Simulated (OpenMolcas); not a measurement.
**CASPT2(4,4)/STO-3G (ipea shift 0.25 Eh, pt2 variant SS) run of C2H4ClF (1-chloro-2-fluoroethane)**

Wanted: the energy of C2H4ClF (1-chloro-2-fluoroethane). 

The calculation is run with OpenMolcas 26.06.

**1. Starting point**

The species is C2H4ClF (8 atoms), meant as a singlet with charge 0. SMILES: `FCCCl`. The coordinates come from a PBE0-D4/def2-TZVP relaxation. This is one conformer, not always the lowest.

Bond lengths: F1–C2 1.375 Å, C2–C3 1.501 Å, C3–Cl4 1.778 Å, C2–H5 1.093 Å, C2–H6 1.096 Å, C3–H7 1.090 Å, C3–H8 1.091 Å. Some angles: F1–C2–C3 110.9°, C2–C3–Cl4 112.2°, F1–C2–H5 108.3°, F1–C2–H6 108.0°, C3–C2–H5 111.2°, C3–C2–H6 109.0°, C2–C3–H7 110.7°, C2–C3–H8 109.7°, Cl4–C3–H7 107.4°, Cl4–C3–H8 107.5°.

**2. A single-point energy at CASPT2(4,4)/STO-3G (ipea shift 0.25 Eh, pt2 variant SS)**

step3.inp

```
* C2H4ClF CASPT2
>>> EXPORT MOLCAS_PRINT=2
&GATEWAY
Coord
8
bohr
F     -2.52652603     0.94136707     1.94736277
C     -0.27128908     1.26804402     0.69710107
C      0.56776821    -1.15258176    -0.52103529
Cl    -1.43492574    -2.05530393    -3.06303818
H     -0.51761488     2.76319533    -0.70709772
H      1.15201484     1.85412368     2.08355533
H      0.56085182    -2.69405026     0.84436743
H      2.46972087    -0.92479417    -1.28119652
Basis=STO-3G
Group=NoSym
&SEWARD
&RASSCF
FileOrb=$CurrDir/step2.RasOrb
Spin=1
Nactel=4 0 0
Inactive=19
Ras2=4
OrbListing=Nothing
OrbAppear=Compact
&CASPT2
Imaginary=0.2
```

On the command line:

```bash
$ export MOLCAS_MEM=1860
$ pymolcas step3.inp > step3.log
```

The log of the run:

```text
--- Start Module: gateway ---

                                              &GATEWAY

                       available to each process: 1.9 GB of memory, 1 thread

++    Symmetry information:
      ---------------------

                    Character Table for C1

                             E
                    a        1  x, y, xy, Rz, z, xz, Ry, yz, Rx, I
--

++    Basis set information:
      ----------------------

      Basis set label: F.STO-3G.........

      Electronic valence basis set:
      ------------------
      Associated Effective Charge   9.000000 au
      Associated Actual Charge      9.000000 au
      Nuclear Model: Point charge

      Shell  nPrim  nBasis  Cartesian Spherical Contaminant
         s       6       2        X
         p       3       1        X

      Basis set label: C.STO-3G.........

      Electronic valence basis set:
      ------------------
      Associated Effective Charge   6.000000 au
      Associated Actual Charge      6.000000 au
      Nuclear Model: Point charge

      Shell  nPrim  nBasis  Cartesian Spherical Contaminant
         s       6       2        X
         p       3       1        X

      Basis set label: CL.STO-3G.........

      Electronic valence basis set:
      ------------------
      Associated Effective Charge  17.000000 au
      Associated Actual Charge     17.000000 au
      Nuclear Model: Point charge

      Shell  nPrim  nBasis  Cartesian Spherical Contaminant
         s       9       3        X
         p       6       2        X

      Basis set label: H.STO-3G.........

      Electronic valence basis set:
      ------------------
      Associated Effective Charge   1.000000 au
      Associated Actual Charge      1.000000 au
      Nuclear Model: Point charge

      Shell  nPrim  nBasis  Cartesian Spherical Contaminant
         s       3       1        X
--

++    Molecular structure info:
      -------------------------

                    ************************************************
                    **** Cartesian Coordinates / bohr, angstrom ****
                    ************************************************

     Center  Label                x              y              z                     x              y              z
        1      F1              -2.526526       0.941367       1.947363             -1.336980       0.498150       1.030500
        2      C2              -0.271289       1.268044       0.697101             -0.143560       0.671020       0.368890
        3      C3               0.567768      -1.152582      -0.521035              0.300450      -0.609920      -0.275720
[... 4 lines of this table left out ...]
        8      H8               2.469721      -0.924794      -1.281197              1.306920      -0.489380      -0.677980

                    ***************************************
                    *    InterNuclear Distances / bohr    *
                    ***************************************

               1 F1            2 C2            3 C3            4 CL4           5 H5            6 H6
    1 F1       0.000000
    2 C2       2.599224        0.000000
    3 C3       4.477976        2.836777        0.000000
    4 CL4      5.939339        5.151440        3.359683        0.000000
    5 H5       3.794857        2.065896        4.067676        5.441493        0.000000
    6 H6       3.792537        2.071603        4.020636        6.961559        3.376658        0.000000
    7 H7       4.895381        4.051214        2.059247        4.433841        5.775090        4.750889
    8 H8       6.234472        4.029310        2.060863        4.438387        4.780694        4.558540

               7 H7            8 H8
    7 H7       0.000000
    8 H8       3.360368        0.000000

                    *******************************************
                    *    InterNuclear Distances / angstrom    *
                    *******************************************

               1 F1            2 C2            3 C3            4 CL4           5 H5            6 H6
    1 F1       0.000000
    2 C2       1.375450        0.000000
    3 C3       2.369643        1.501158        0.000000
    4 CL4      3.142963        2.726025        1.777868        0.000000
    5 H5       2.008152        1.093225        2.152521        2.879514        0.000000
    6 H6       2.006924        1.096245        2.127629        3.683899        1.786850        0.000000
    7 H7       2.590524        2.143810        1.089707        2.346287        3.056046        2.514062
    8 H8       3.299140        2.132219        1.090562        2.348693        2.529834        2.412276

               7 H7            8 H8
    7 H7       0.000000
    8 H8       1.778230        0.000000

                    **************************************
                    *    Valence Bond Angles / degree    *
                    **************************************
                          Atom centers                 Phi
                      1 F1       2 C2       3 C3       110.85
                      1 F1       2 C2       5 H5       108.33
                      1 F1       2 C2       6 H6       108.04
                      3 C3       2 C2       5 H5       111.16
                      3 C3       2 C2       6 H6       109.00
                      5 H5       2 C2       6 H6       109.39
                      2 C2       3 C3       7 H7       110.67
                      2 C2       3 C3       8 H8       109.70
                      7 H7       3 C3       8 H8       109.29

[... 64 lines left out ...]
      Nuclear repulsion energy =  161.67200749
[... 68 lines left out ...]
                                         RASSCF iterations: Energy and convergence statistics
[... 8 lines left out ...]
      Convergence after  4 iterations
[... 7 lines left out ...]
      Note: transformation to natural orbitals
[... 2 lines left out ...]
      printout of CI-coefficients larger than  0.05 for root  1
      energy=    -629.783929
      conf/sym  1111     Coeff  Weight
[... 4 lines left out ...]
      Natural orbitals and occupation numbers for root  1
[... 3 lines left out ...]
      *                                                    Final results                                                     *
[... 2 lines left out ...]
++    Final optimization conditions:
[... 3 lines left out ...]
      RASSCF energy for state  1                   -629.78392886
[... 9 lines left out ...]
      Final state energy(ies):
      ------------------------

::    RASSCF root number  1 Total energy:   -629.78392886
      Von Neumann Entropy (Root   1) =  0.19536

      Mulliken population analysis for root number:  1
      -----------------------------------------------

++    Molecular charges:
      ------------------

      Mulliken charges per centre
      ---------------------------

                F1      C2      C3      CL4     H5      H6      H7      H8
      Total    9.1476  5.9649  6.0857 17.1406  0.9239  0.9301  0.9000  0.9071

      N-E     -0.1476  0.0351 -0.0857 -0.1406  0.0761  0.0699  0.1000  0.0929

      Total electronic charge=   42.000000

      Total            charge=   -0.000000
--

      Expectation values of various properties for root number:  1
      -----------------------------------------------------------

++    Molecular properties:
      ---------------------

      Charge (e):
                      =   -0.0000
      Dipole Moment (debye):
      Origin of the operator (angstrom)=   -0.5868   -0.3330   -0.4327
                   X=  2.1703E+00               Y=  7.1652E-01               Z=  1.0015E+00           Total=  2.4953E+00
      Quadrupole Moment (debye*angstrom):
      Origin of the operator (angstrom)=   -0.5868   -0.3330   -0.4327
                  XX= -2.7414E+01              XY=  4.8843E-01              XZ=  1.3230E+00              YY= -2.7982E+01
                  YZ= -1.5632E+00              ZZ= -3.0511E+01
      In traceless form (debye*angstrom)
                  XX=  1.8323E+00              XY=  7.3264E-01              XZ=  1.9845E+00              YY=  9.8091E-01
                  YZ= -2.3448E+00              ZZ= -2.8132E+00
--

      Average orbitals are written to the RASORB file
      Natural orbitals for root   1 are written to the RASORB.1 file
      Spin density orbitals for root   1 are written to the SPDORB.1 file

--- Stop Module: rasscf /rc=_RC_ALL_IS_WELL_ ---

--- Start Module: caspt2 ---

                                              &CASPT2

                       available to each process: 1.9 GB of memory, 1 thread

++    Wave function specifications:
      -----------------------------

      Number of closed shell electrons          22
      Number of electrons in active shells       4
      Max number of holes in RAS1 space          0
      Max number of electrons in RAS3 space      0
      Number of inactive orbitals               11
      Number of active orbitals                  4
      Number of secondary orbitals               5
      Spin quantum number                      0.0
      State symmetry                             1
      Number of CSFs                            20
      Number of CASSCF root(s) available         1
      CASPT2 state passed to geometry opt.       1
      A file JOBMIX will be created
      This is a CASSCF or RASSCF reference function
--

++    Orbital specifications:
      -----------------------

      Symmetry species                           1
                                                 a
      Frozen orbitals                            8
      Inactive orbitals                         11
      Active orbitals                            4
      Secondary orbitals                         5
      Deleted orbitals                           0
      Number of basis functions                 28
--

++    CASPT2 specifications:
      ----------------------

      Type of calculation                        SS-CASPT2
      Fock operator                              state-specific
      IPEA shift                                 0.25
      Real shift                                 0.00
      Imaginary shift                            0.20
      The input orbitals will be transformed to quasi-canonical
--

--------------------------------------------------------------------------------
 Estimated memory requirements:
  POLY3 :                   250840
  RHS:                      254848
  SIGMA :                   257040
  PRPCTL:                        0
 Available workspace:    232489991

++ CASPT2 computation for group   1

********************************************************************************
 Multi-State initialization phase begins for group   1
--------------------------------------------------------------------------------
********************************************************************************
 Compute H0 matrices for state    1
--------------------------------------------------------------------------------
--------------------------------------------------------------------------------
 H0 matrices have been computed.

********************************************************************************
  CASPT2 EQUATION SOLUTION
--------------------------------------------------------------------------------

  Total nr of CASPT2 parameters:
   Before reduction:        9044
   After  reduction:        8285

 Variance of |WF0>:       0.2535253742

 The contributions to the second order correlation energy in atomic units.
-----------------------------------------------------------------------------------------------------------------------------
  IT.      VJTU        VJTI        ATVX        AIVX        VJAI        BVAT        BJAT        BJAI        TOTAL       RNORM
-----------------------------------------------------------------------------------------------------------------------------
   1    -0.000439   -0.001877   -0.000187   -0.010416   -0.002092   -0.000597   -0.002461   -0.078186   -0.096256    0.003036
   2    -0.000442   -0.001891   -0.000190   -0.010491   -0.002104   -0.000610   -0.002477   -0.078343   -0.096547    0.000266
   3    -0.000442   -0.001891   -0.000190   -0.010491   -0.002104   -0.000610   -0.002476   -0.078341   -0.096545    0.000032
   4    -0.000442   -0.001891   -0.000190   -0.010491   -0.002103   -0.000610   -0.002476   -0.078339   -0.096542    0.000003
-----------------------------------------------------------------------------------------------------------------------------

  FINAL CASPT2 RESULT:

      Reference energy:        -629.7839288632
      E2 (Non-variational):      -0.0965424401
      Shift correction:          -0.0005966405
      E2 (Variational):          -0.0971390806
      Total energy:            -629.8810679438
      Residual norm:              0.0000004044
      Reference weight:           0.96372

      Contributions to the CASPT2 correlation energy
      Active & Virtual Only:         -0.0008002898
      One Inactive Excited:          -0.0134085765
      Two Inactive Excited:          -0.0823335739

++ Denominators, etc.
--------------------------------------------------------------------------------------------------------------
 Report on small energy denominators, large coefficients, and large energy contributions.
CASE  SYMM ACTIVE-MIX  NON-ACTIVE INDICES          DENOMINATOR     RHS VALUE       COEFFICIENT     CONTRIBUTION
BJAIP    1  Se1.024 In1.015 Se1.024 In1.015         2.27564303      0.11352931     -0.04996639     -0.00567265
BJAIP    1  Se1.024 In1.015 Se1.025 In1.015         2.33902219      0.07822627     -0.03360465     -0.00262877
--

   (Skipping property calculation,
    use PROP keyword to activate)
--

  Total CASPT2 energies:
::    CASPT2 Root  1     Total energy:   -629.88106794

  A NEW JOBIPH FILE NAMED 'JOBMIX' IS PREPARED.
********************************************************************************
--- Stop Module: caspt2 /rc=_RC_ALL_IS_WELL_ ---

.##################.
.# Happy landing! #.
.##################.

    Timing: Wall=1.37 User=1.02 System=0.28
```

Wall time 1.6 s (1 thread of Arm Neoverse V2, shared host); peak memory 0.37 GiB.

**3. Summary of results**

At CASPT2(4,4)/STO-3G (ipea shift 0.25 Eh, pt2 variant SS), 8 core orbitals frozen:

| quantity | value |
| --- | --- |
| total energy | -629.88107 Eh |
| dipole moment (CASSCF density) | 2.50 D |
